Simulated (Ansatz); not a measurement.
**SiOF (sextet): from Hartree-Fock to the top rungs, def2-TZVPP**

The task here is to estimate one member of a computed series from the others.

Method: def2-TZVPP, core rule «outside noble gas», up to 7 orbitals frozen; program: Ansatz 0.2.0, Gaussian basis.

The runs, in order: UHF; ROHF; CCSD(T) on UHF.

## The system

The geometry is a PBE0/def2-TZVP stationary point (not a proven minimum) of the parent state, kept for this charge and spin.

3 atoms, charge 0, spin multiplicity 6.

Atoms are counted from 1 here; the program's logs count them from 0.

Bond lengths: F1–Si3 1.602 Å, O2–Si3 1.725 Å. Angles: F1–Si3–O2 115.7°.

Set-up of the first run:

in.yaml reads:

```yaml
crystal:
  periodic: [false, false, false]
  atoms:
    - {symbol: F, position_ang: [0.000000, 0.390347, 1.310206]}
    - {symbol: O, position_ang: [0.000000, 0.397529, -1.506653]}
    - {symbol: Si, position_ang: [0.000000, -0.490510, -0.027996]}
basis:
  gaussian: {orbitals: def2-TZVPP}
magnetization: {spin_polarized: true, initial_magnetization: 5}
hamiltonian: {xc: hf}
output: {orbitals: {seedname: orbitals}}
```

Launch:

```console
$ ansatz run in.yaml --threads 1 --pin off --events-out ev --progress --plain --max-ram 3968MiB --backend cpu
```

Among the steps run: UHF; ROHF; CCSD(T) on UHF.

One table of the session follows, with a row left open; its other results are not shown here.

It belongs to the step «Misses and costs». 

| method | from UCCSD(T) (meV) |
| --- | --- |
| ROHF | +13503.6 |
| UHF | ? |
| UMP2 | +1022.1 |
| UCCSD | +377.5 |
| UCCSD(T) | 0 |

Q: Estimate the row for UHF from the others.

The run gave: from UCCSD(T) (meV): +13255.3. In the column «from UCCSD(T) (meV)» it lies between UMP2 (+1022.1) and ROHF (+13503.6).
